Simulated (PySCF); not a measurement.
**Sulfur: a sound run and one with changed settings**

Sound run: S [Ne] 3s2 3p4, S⁺ [Ne] 3s2 3p3. Calculation: PySCF 2.14, in cc-pVDZ-DK; scalar relativity by spin-free X2C-1e. In the sound run the correlated levels freeze [Ne]. The sound run starts from symmetry-adapted Hartree-Fock orbitals and uses a fine grid where one is needed.

Changed run: initial guess minao, at most 50 SCF cycles, level shift 0.1 hartree.

```tsv
species	method	sound run (hartree)	changed run (hartree)	converged
S	UHF	-398.57668	-398.57668	yes
S	r2SCAN	-399.16381	-399.16381	yes
S	B3LYP	-399.21406	-399.21406	yes
S	MP2	-398.66051	-398.65401	yes
S	CCSD(T)	-398.68040	-398.68040	yes
S⁺	UHF	-398.23931	-398.23931	yes
S⁺	r2SCAN	-398.78456	-398.78456	yes
S⁺	B3LYP	-398.82928	-398.82928	yes
S⁺	MP2	-398.30715	-398.30170	yes
S⁺	CCSD(T)	-398.32647	-398.32647	yes
```

Ionisation energy of S:

```tsv
method	sound run (eV)	changed run (eV)
UHF	9.180	9.180
r2SCAN	10.320	10.320
B3LYP	10.470	10.470
MP2	9.615	9.587
SCS-MP2	9.644	9.615
CCSD	9.625	9.625
CCSD(T)	9.631	9.631
```

A level shift leaves the converged SCF energy unchanged but raises the virtual orbital energies, which shrinks MP2 if it is not removed.

For comparison, NIST gives 10.360 eV between the lowest levels.
